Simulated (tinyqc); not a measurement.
The integration grid: Kohn-Sham R2SCAN on finer and finer grids in the sto-3g basis, for CH+, spin multiplicity 1. Computed by the program tinyqc with PySCF. Self-consistent on each grid; the net force on the molecule should vanish.

Geometry (angstrom):
```
atom,x,y,z
C,0.0000,0.0000,0.0000
H,0.0000,0.0000,1.1840
```

Kohn-Sham energy on Becke grids (radial x angular points per atom):
```
grid,points,residual of the electron count,E (hartree),E - finest (mhartree),largest net force without grid terms (hartree/bohr)
10 x 14,273,-8.94e-03,-37.48780,109.91238,7.85e-02
15 x 26,769,9.89e-03,-37.59870,-0.99422,2.74e-02
20 x 50,1987,-9.99e-05,-37.59679,0.91913,1.06e-02
30 x 86,5140,-9.36e-05,-37.59837,-0.66118,1.07e-02
50 x 194,19368,8.43e-07,-37.59772,-0.01385,3.49e-03
75 x 302,45252,-1.05e-08,-37.59770,0.01257,1.78e-03
120 x 590,141403,2.83e-10,-37.59771,0.00000,1.99e-04
```

What does the comparison show, and why?

The energy is within 0.1 mhartree of the finest grid first at 50 x 194. The error has both signs, since quadrature is not variational. The electron count and the net force are cheap signs of a poor grid.
